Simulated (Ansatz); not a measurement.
System: C3H8 (charge 0, singlet). 
Geometry from a B3LYP-D3(BJ)/def2-TZVP (Ansatz, a program for electronic structure) optimisation:
```xyz
11

C     -0.0014    -0.0033     0.5859
C      0.0027     1.2725    -0.2521
C     -0.0014    -1.2696    -0.2666
H     -0.8774    -0.0057     1.2413
H      0.8715    -0.0085     1.2455
H      0.0026     2.1656     0.3757
H     -0.0044    -2.1698     0.3510
H      0.8856     1.3165    -0.8947
H     -0.8771     1.3193    -0.8989
H     -0.8813    -1.3061    -0.9138
H      0.8814    -1.3090    -0.9097
```
Charge 0, spin multiplicity 1.

Property: vertical triplet-singlet gap (E(triplet) - E(singlet); each state is the SCF solution reached for its spin; for the triplet the Hartree-Fock reference is unstable and T1 is 0.047), in kcal/mol. Valence correlation only, unless marked. UHF or UKS for open shells. Spin-orbit coupling is left out. Non-relativistic. 

```tsv
level	program	vertical triplet-singlet gap (kcal/mol)
RI-HF/aug-cc-pVTZ	Ansatz	197.0
SVWN5/def2-TZVPD	Ansatz	176.1
B3LYP/def2-TZVPD	Ansatz	191.2
CAM-B3LYP/def2-TZVPD	Ansatz	199.5
wB97X-V/def2-TZVPD	Ansatz	207.0
RI-MP2/aug-cc-pVTZ	Ansatz	213.6
```
